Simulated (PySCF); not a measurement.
# O3 (ozone): the cost of one run

The runs use PySCF 2.14.0, with density-fitted response routines of our own; the level of theory stands in each step. All values are computed, except where a source is named. Atoms are numbered from 0 throughout.

### Step 1. Starting geometry

3 atoms, charge 0, multiplicity 1; geometry from: GFN2-xTB. The atoms were then displaced at random by about 0.01 Å, so the start is not that level's minimum.

Bonds of the start (Å): O0–O1 1.23, O1–O2 1.22.

### Step 2. Optimising the geometry at PBE0-D3(BJ)/def2-SVP

The job: settings as JSON, then the geometry in Å.

```
{"job": {"xc": "PBE0", "basis": "def2-SVP", "d3": "d3bj", "grid": 1, "shake": 0.01, "kind": "geom"}, "charge": 0, "multiplicity": 1}
O     -1.041500    -0.264580     0.001590
O     -0.014610     0.404200    -0.013120
O      1.062130    -0.174560    -0.007650
```

On the command line:

```
OMP_NUM_THREADS=1 python probes_run.py task.json out
```

The driver reads the jobs from task.json and runs them one after another.

Q: Estimate the wall time and peak memory of this first job on 1 thread of Arm Neoverse N1, shared host.

About 6.1 s, with a peak of 0.25 GiB.
